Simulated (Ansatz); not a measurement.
# [OH···H···OH], doublet in cc-pVDZ: errors against UCCSDT(Q)

Geometry: a point of a hydrogen-transfer path between rigid fragments, not a stationary point.

```yaml
atoms:
  - { symbol: O, position_ang: [-1.1073, 0.0004, 0.0000] }
  - { symbol: H, position_ang: [-1.3566, 0.9270, 0.0000] }
  - { symbol: H, position_ang: [0.0397, 0.0004, 0.0000] }
  - { symbol: O, position_ang: [1.1047, 0.0004, 0.0000] }
  - { symbol: H, position_ang: [1.3566, -0.9396, 0.0000] }
```

Basis cc-pVDZ; Ansatz 0.2.0. Only valence electrons are correlated (noble-gas cores frozen), which leaves 15 electrons in 41 orbitals. Prefix R: restricted or restricted open-shell reference; prefix U: unrestricted. Active spaces: pair = (3e, 3o) about the gap; valence = (15e, 11o) chosen from the atoms' valence shells.

Full CI isn't at hand for all of this; UCCSDT(Q) serves as the reference, and is uncertain by about the last step of the cluster series. The frozen core follows each run's orbitals, which can shift R against U totals by a few meV.

For open shells CISD is restricted-active-space CI with the open shells as a complete middle space.

The UHF ⟨S²⟩ is 0.783 and the T1 diagnostic (RCCSD) is 0.0408. The largest doubles amplitude (RCCSD) is 0.039 and the T1 diagnostic (UCCSD) is 0.0203.

```
   level  E − E(RHF) (eV)
     UHF          -0.3336
    RMP2         -10.5448
    UMP2         -10.5544
   RCCSD         -11.1674
   UCCSD         -11.1808
RCCSD(T)         -11.3805
UCCSD(T)         -11.3845
```

(1) Estimate how far UCCSDT(Q) in cc-pVDZ lies from RCCSD(T). The table doesn't fix it; the size of (T) and the diagnostics are the guide.

(1) UCCSDT(Q) in cc-pVDZ lies 46 meV below RCCSD(T), which is 22 % of the (T) step (-213 meV). T1 is raised, but (T) still catches most of what CCSD lacks. The miss exceeds 1 kcal/mol.

The other levels:

```
                 level  E − E(UCCSDT(Q)) (meV)  share of correlation (%)  wall time
                  CISD                    1221                     89.31      5.5 s
               BCCD(T)                      43                     99.63      6.5 s
                RCCSDT                      30                     99.74          –
                UCCSDT                      29                     99.75          –
             RCCSDT(Q)                       1                     99.99       75 s
   CASSCF (pair space)                   10595                      7.28          –
   NEVPT2 (pair space)                     772                     93.24      1.5 s
   MRCISD (pair space)                    1012                     91.14          –
 MRCISD+Q (pair space)                     180                     98.42      1.8 s
CASSCF (valence space)                    8784                     23.13          –
NEVPT2 (valence space)                    1231                     89.23        6 s
```

The correlation energy at UCCSDT(Q), counted from RHF, is -11.427 eV. That run took 63 s on 1 thread of Arm Neoverse V1, shared host.

Times hold each run's SCF and search for its determinant on a shared host, so for small cases they say little of a method's own cost; they ran on 1 thread of Arm Neoverse V1.

Natural occupations of CASSCF (valence space) about the gap: 1.996 1.977 1.975 1.968 1.005 0.032 0.025 0.024; effectively unpaired electrons, Σ n²(2−n)², 1.02.
